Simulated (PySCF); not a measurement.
SiCl⁻ at B2PLYP

Computed with B2PLYP; PySCF, no relativity, basis sets Si def2-TZVPPD, Cl def2-TZVPPD.

| Property | Result |
| --- | --- |
| state | ³Σ⁻ (triplet), unpaired electrons π ↑↑ |
| bond length | 2.266 Å |
| harmonic wavenumber | 347 cm⁻¹ |
| force constant | 1.10 mdyn/Å |
| rotational constant Be | 0.2112 cm⁻¹ |
| anharmonicity ωexe | 2.32 cm⁻¹ |
| vibration–rotation constant αe | 0.00195 cm⁻¹ |
| well depth De to Si + Cl⁻ | 1.88 eV |
| dissociation energy D0 | 1.86 eV |
| bond order (Mayer) | 0.86 |
| dipole moment (positive dipole points towards Cl; it is taken about the centre of mass and depends on that origin) | 2.26 D |

Correlated steps freeze 10 core orbitals. For an ion De counts to the pair picked by the measured ionisation energies or electron affinities, which need not be the lowest pair at this level. B2PLYP dipoles, levels and charges come from its SCF part alone. The state was picked by a PBE0 search and need not be the measured ground state.
